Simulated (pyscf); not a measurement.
This saddle point was located with ωB97X-D3(BJ)/def2-SVP in PySCF.

```
Al
Cl 1 2.0908
Cl 1 2.0929 2 121.55
Cl 1 2.3602 2 106.74 3 -123.17
H 4 1.4523 1 68.20 2 -112.96
Se 5 1.9507 4 143.97 1 -0.90
H 6 1.4678 5 92.01 4 -90.36
```

Surface: singlet, charge 0. Lowest wavenumbers (cm⁻¹): 403i, 80, 115, 120, 149.

Problem. What reaction is this the transition state of?

Solution. H₂Se (SMILES [SeH2]) + Cl–Al(Cl)–Cl (SMILES [Cl][Al]([Cl])[Cl]) ⇌ Cl–Al(Cl)–SeH (SMILES [Cl][Al]([Cl])[SeH]) + HCl (SMILES Cl), a four-centre exchange read from left to right: H–Se, Al–Cl broken and Al–Se, Cl–H formed. At ωB97M-D3(BJ)/def2-TZVP it lies +0.20 eV from the left side and -0.21 eV from the right (each side as separated species at their lowest minima found). On the reactant side the descent ends in an adduct with a Al–Se contact, 0.99 eV under the separated species and 0.94 eV under the saddle at ωB97X-D3(BJ)/def2-TZVP. On the product side the descent ends in an adduct with a Al–Cl contact, 0.46 eV under the separated species and 0.09 eV under the saddle at ωB97X-D3(BJ)/def2-TZVP. At ωB97M-D3(BJ) the saddle lies under the separated products, which points to a path from their complex (located at ωB97X-D3(BJ) alone), and parting the products costs more than the saddle. What is counted as formed (Al–Se) is already present as a longer contact in the reactant adduct; forming that adduct is a step of its own. What is counted as broken (Al–Cl) persists as a longer contact in the product adduct; parting that adduct is a step of its own. At ωB97X-D3(BJ) the barrier from the zero used here is -0.06 eV. This is the saddle that the search found; another between the same sides may lie lower. Elements up to Kr have no core potential and no relativistic terms here.
